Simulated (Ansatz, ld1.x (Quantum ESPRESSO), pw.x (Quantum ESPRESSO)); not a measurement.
Sr (Z = 38): does the ultrasoft potential hold in the solid?

- Element: strontium
- Generator: ld1.x (Quantum ESPRESSO) 7.5
- Type: ultrasoft
- Functional: PBEsol
- Relativity: scalar-relativistic
- Frozen core: [Ar] 3d10
- Valence charge: 10
- Reference configuration: 4s2 4p6 4d0 5s2 5p0
- Partial waves: 4s (bound): rcut 2.15, rcutus 2.40 bohr; 5s (bound): rcut 2.15, rcutus 2.40 bohr; 4p (bound): rcut 2.45, rcutus 2.75 bohr; 5p (bound, empty): rcut 2.45, rcutus 2.75 bohr; 4d (bound, empty): rcut 2.60, rcutus 3.25 bohr; 4d channel at 0.6 Ry: rcut 2.60, rcutus 3.25 bohr
- Local potential: all-electron potential smoothed inside 3.10 bohr (lloc = -2)
- Core correction: a·sin(br)/r model core inside 1.45 bohr
- Augmentation charge: PSQ, inside the norm-conserving radii

Crystal test: bcc Sr in pw.x 7.5, no spin, 10³ k-points, Fermi–Dirac smearing 0.01 Ry, cutoffs 40/320 Ry. The reference is all-electron LAPW (Ansatz 0.2.0) with the same functional, mesh and smearing; V0 and B0 come from Birch–Murnaghan fits to the pressures at five volumes. Errors are pseudo minus all-electron; Δ is the rms difference of the E(V) curves that follow from these fits, minima aligned, over ±6 % about the mean V0. Mesh and smearing are coarse, so the numbers serve the comparison and aren't converged zero-temperature values; the lattice is a test structure that the element need not adopt.

```csv
V (Å³/atom),P all-electron (GPa),P pseudo (GPa)
49.066,0.67,0.78
50.357,0.32,0.42
51.648,-0.00,0.09
52.939,-0.29,-0.20
54.230,-0.54,-0.46
```

All-electron: a0 = 4.692 Å (V0 = 51.65 Å³/atom), B0 = 12.0 GPa.

Pseudopotential: mean pressure error (GPa): +0.10; a0 (Å): 4.704; a0 error (%): +0.26; B0 error (%): -0.5; Δ (meV/atom): 1.1. Atomic configuration tests: test run stopped at test 6 of 7 (negative rho).

Problem. At the middle volume, how do free energy and pressure move when the wave cutoff is lowered (ecutrho held at 320 Ry)?

Solution.

```tsv
cutoff (Ry)	shift of F (meV/atom)	shift of P (GPa)
18	+13.4	-0.18
24	+6.1	-0.04
32	+0.6	+0.01
```

The run at the middle volume (47 k-points, 7 iterations) took about 10 s on one core of a shared host (Neoverse-V2, 96 threads, 742 GiB, load 57).
